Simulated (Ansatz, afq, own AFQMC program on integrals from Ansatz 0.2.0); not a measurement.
Two steps: Ansatz 0.2.0 writes the Fock matrix and Cholesky factors of the valence space, and afq projects on them the lowest state that overlaps trial and start.

```yaml
crystal:
  periodic: [false, false, false]
  atoms:
    - {symbol: Ge, position_ang: [0.000000, 0.000000, 0.431903]}
    - {symbol: N, position_ang: [0.000000, 0.000000, -1.883353]}
    - {symbol: H, position_ang: [0.000000, 0.830871, -2.477269]}
    - {symbol: H, position_ang: [0.000000, -0.830871, -2.477269]}
basis:
  gaussian: {orbitals: cc-pVDZ}
magnetization: {spin_polarized: true, initial_magnetization: 3}
correlation: {method: ccsd_t, electrons: outside_noble_gas, hamiltonian_folder: ham}
```

```sh
$ ansatz run in.yaml --threads 1 --pin off --events-out ev --progress --plain --max-ram 1382MiB
```

Options of the walk:

```
--method phaseless --trial hf --walkers 120 --populations 1 --least-time 40 --time-step 0.005 --steps-per-block 20 --equilibration-blocks 112 --max-blocks 600 --target-error 0.0012000 --factor-cut 1e-05 --start spin_pure --seed 8560 --taylor-order 6
```

Times are imaginary, in 1/Eh. The walk had a cap of 1161 s. Filled inner d shells are frozen with the cores.

afq prints:

```
orbitals 36  electrons 7 4  factors 272 of 553
reference energy -2130.87430864 Eh
CCSD correlation -0.22234897 Eh in 12 cycles, weight of the determinant in the CISD state 0.8961
energy of the start -2130.875087 Eh
 block  time / (1/Eh)  mean weight  energy / Eh
     1     0.100  1.0012  -2130.925794
     2     0.200  1.0008  -2130.968689
     3     0.300  1.0016  -2130.989062
     4     0.400  1.0003  -2131.001519
     5     0.500  1.0026  -2131.023114
     7     0.700  0.9981  -2131.041178
     9     0.900  0.9992  -2131.057312
    18     1.800  1.0026  -2131.073766
    52     5.200  1.0004  -2131.095153
    86     8.600  0.9992  -2131.101551
   120    12.000  1.0002  -2131.102565
   154    15.400  0.9988  -2131.087181
   188    18.800  1.0000  -2131.139491
   222    22.200  0.9984  -2131.105505
   256    25.600  1.0005  -2131.088964
   290    29.000  1.0014  -2131.104476
   324    32.400  0.9998  -2131.097859
   358    35.800  1.0007  -2131.086203
   392    39.200  0.9996  -2131.093784
   426    42.600  1.0004  -2131.090676
   460    46.000  1.0027  -2131.095650
   494    49.400  0.9989  -2131.077440
   528    52.800  1.0001  -2131.096406
   562    56.200  1.0011  -2131.118005
   596    59.600  0.9988  -2131.107081
   630    63.000  1.0018  -2131.081898
   664    66.400  0.9995  -2131.111659
   698    69.800  1.0009  -2131.099813
blocks merged  error / Eh  count
     1  0.000640  600
     2  0.000828  300
     4  0.001039  150
     8  0.001190  75
    16  0.001351  37
    32  0.001559  18
    64  0.001373  9
energy -2131.101933 +/- 0.001559 Eh
(rows thinned)
```

The run passed its tests (sampling time, drift between the halves within three errors, error under three times the target), which doesn't prove that it has relaxed.

Against this walk (error 42.4 meV) on the same determinant: CCSD(T) 20.7 meV higher (within the noise), CCSDT(Q) 9.9 meV lower (within the noise), a separate phaseless walk with a CISD trial and standard settings 2.3 ± 43.3 meV higher (within the noise). The error is statistical and leaves out the bias of the constraint.

Cautions: constraint bias not in the error; error above the target (42.4 against 32.7 meV); no relativity below Rb; no spin-orbit coupling; inner d shell frozen; another spin lies lower.

The walk took 10 min on 1 thread of Intel(R) Xeon(R) Processor @ 2.50GHz (Skylake/Cascade Lake) (shared host). The log's last line is the phaseless energy.

CCSDT and higher add their correlation energy to the determinant of the CCSD(T) run, since their own runs factorise the integrals more tightly (a shift of under 2 meV). A walk keeps the symmetry of its determinant, which the program's search chose and which needn't be the lowest solution, so a lower state of the same spin and another symmetry isn't excluded.
